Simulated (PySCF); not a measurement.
System (SMILES): P (PH3).
Geometry (B3LYP-D3(BJ)/def2-TZVP, fixed):
```xyz
4

P      0.0029     0.0016     0.1282
H     -0.0038     1.1839    -0.6561
H      1.0120    -0.6137    -0.6568
H     -1.0521    -0.5944    -0.6098
```

Basis-set convergence of the lowest singlet excitation energy at PBE with PySCF. Tamm-Dancoff approximation; the state is taken by its order, and sets in which it differs in degeneracy or brightness are left out, yet its character can still change. All functions are spherical. Density fitting with generated auxiliary sets. No added dispersion term, no relativity. Reference: the value in aug-pcseg-3, 6.099 eV, itself unsure by roughly 0.013 eV (its mean distance from aug-cc-pV(Q+d)Z, aug-pcseg-2, aug-cc-pV(T+d)Z). Deviations are taken from unrounded values. Cost is core time over that of aug-pcseg-1, rough, on shared machines of one kind.

| basis | functions | lowest singlet excitation energy (eV) | minus reference (eV) | cost |
|---|---|---|---|---|
| 6-311G** | 44 | 7.272 | 1.174 | 0.6× |
| aug-pcseg-1 | 54 | 6.084 | -0.015 | 1× |
| def2-TZVP | 55 | 7.250 | 1.151 | 0.8× |
| aug-cc-pV(D+d)Z | 59 | 6.118 | 0.020 | 0.9× |
| jun-cc-pV(T+d)Z | 90 | 6.461 | 0.362 | 1× |
| def2-TZVPPD | 99 | 6.452 | 0.353 | 2× |
| 6-311++G(3df,3pd) | 101 | 6.181 | 0.083 | 2× |
| def2-QZVPP | 160 | 6.746 | 0.648 | 3× |
| aug-pcseg-3 | 236 | 6.099 | 0.000 | 10× |

The smallest set listed that lies within 0.05 eV of the reference with all its larger relatives (same family, alike in diffuse functions; a set with none counts only in the reference's own line) is aug-pcseg-1 (54 functions, 1× in cost, -0.015 eV off). Inside the window by cancellation, since a larger relative falls out: aug-cc-pV(D+d)Z. (Relatives not listed, tested too: aug-pcseg-2 0.003, aug-cc-pV(T+d)Z 0.025, aug-cc-pV(Q+d)Z 0.011 eV.)
